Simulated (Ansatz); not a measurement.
Barrier CHN (SMILES C#N) via CHN, on the benchmark's geometries as Psi4's copy gives them; open shells unrestricted, no zero-point energy, no spin–orbit coupling.
Transition structure (charge 0, multiplicity 1, Z-matrix in Å and degrees):
```
C
N 1 1.1884
H 1 1.1823 2 72.01
```

Frozen-core correlation.

Programs: Ansatz (a quantum-chemistry and plane-wave program) with Gaussian orbitals. 

The barrier height is − E(CHN) + E(TS). Total energies (hartree):

| level | CHN | TS |
|---|---|---|
| HF/aug-cc-pVTZ | -92.9091281 | -92.8336155 |
| CCSD(T)/aug-cc-pVTZ | -93.2810596 | -93.2054037 |
| HF/aug-cc-pVQZ | -92.9145810 | -92.8390801 |
| CCSD(T)/aug-cc-pVQZ | -93.3034266 | -93.2275307 |

Problem. Work out the barrier height at the basis-set limit: extrapolate the CCSD(T) correlation part as X⁻³, take Hartree–Fock from the larger set.

Solution. 
1. Differences (1 hartree = 627.509 kcal/mol): HF/aug-cc-pVTZ 47.385; CCSD(T)/aug-cc-pVTZ 47.475; HF/aug-cc-pVQZ 47.378; CCSD(T)/aug-cc-pVQZ 47.625.
2. Correlation parts, CCSD(T) less HF: 0.090 in aug-cc-pVTZ (X = 3), 0.248 in aug-cc-pVQZ (X = 4).
3. Limit (4³·(0.248) − 3³·(0.090))/(4³ − 3³) = 0.363; with HF/aug-cc-pVQZ it gives 47.741.
Result: 47.74 kcal/mol, against 47.47 at CCSD(T)/aug-cc-pVTZ. It is an estimate of this method's limit, not of the exact value.
